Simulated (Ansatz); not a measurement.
in.yaml

```yaml
crystal:
  periodic: [false, false, false]
  atoms:
    - {symbol: Al, position_ang: [-0.056377, 0.000020, -0.127427]}
    - {symbol: H, position_ang: [0.451379, -0.014468, 1.979960]}
    - {symbol: H, position_ang: [-0.266445, 0.034134, 1.907963]}
    - {symbol: H, position_ang: [0.681145, 1.363536, -0.207420]}
    - {symbol: H, position_ang: [0.643072, -1.383724, -0.269403]}
basis:
  gaussian: {orbitals: 6-31G}
magnetization: {spin_polarized: true, initial_magnetization: 1}
correlation: {method: ccsdtq, electrons: outside_noble_gas}
```

```sh
$ ansatz run in.yaml --threads 1 --pin off --events-out ev --progress --plain --max-ram 2393MiB
```

Task: Roughly how long does this take on 1 thread of Intel Xeon Platinum 8488C, shared host, and how much host memory?

Result: 7 s wall and 0.13 GiB.

```
465 factors; integrals over basis functions are off by at most 8.7e-8 eV
mean field evaluation 1: about -6641.7616 eV, gradient 6.7e0 eV
mean field evaluation 2: about -6641.7642 eV, gradient 6.7e0 eV
mean field evaluation 4: about -6642.4199 eV, gradient 6.0e-1 eV
mean field evaluation 8: about -6642.4326 eV, gradient 4.7e-3 eV
mean field evaluation 16: about -6642.4255 eV, gradient 2.5e-1 eV
mean field evaluation 32: about -6639.3881 eV, gradient 1.7e-4 eV
mean field -6642.43263138 eV, -244.1048968008 hartree, gradient 1.8e-6 eV, S^2 0.751359; 1 other end points of the search recorded, 0 dependent functions left out
determinant -6642.43263138 eV, -244.1048968008 hartree, with singles and doubles -6644.30778087 eV, -244.1738072734 hartree
determinant -6639.38805047 eV, -243.9930105158 hartree, with singles and doubles -6641.44072887 eV, -244.0684450556 hartree
5 core orbitals not correlated: weight in the atoms' cores, before any rotation towards them, 1.000 or more for the frozen orbitals, at most 0.000 for the correlated occupied ones
reference -6642.43263138 eV, -244.1048968008 hartree; 4, 3 occupied and 12, 13 virtual orbitals, 465 factors
second order -1.31727488 eV of doubles, -0.00000000 eV of singles
cycle   1  -1.68414738 eV  change   -3.7e-1 eV  update   5.2e-2
cycle   2  -1.89078075 eV  change   -2.1e-1 eV  update   2.3e-2
cycle   3  -1.89903228 eV  change   -8.3e-3 eV  update   6.1e-3
cycle   4  -1.90071329 eV  change   -1.7e-3 eV  update   1.8e-3
cycle   5  -1.90054888 eV  change    1.6e-4 eV  update   6.5e-4
cycle   6  -1.90052882 eV  change    2.0e-5 eV  update   2.2e-4
cycle   7  -1.90061560 eV  change   -8.7e-5 eV  update   6.4e-5
cycle   8  -1.90061741 eV  change   -1.8e-6 eV  update   2.6e-5
cycle   9  -1.90060031 eV  change    1.7e-5 eV  update   1.0e-5
cycle  10  -1.90060553 eV  change   -5.2e-6 eV  update   3.4e-6
cycle  11  -1.90060548 eV  change    5.2e-8 eV  update   1.3e-6
cycle  12  -1.90060583 eV  change   -3.5e-7 eV  update   5.7e-7
Total energy: -6644.33323721 eV, -244.1747427767 hartree
```

For the same geometry and basis full CI lies 0.1 meV higher.
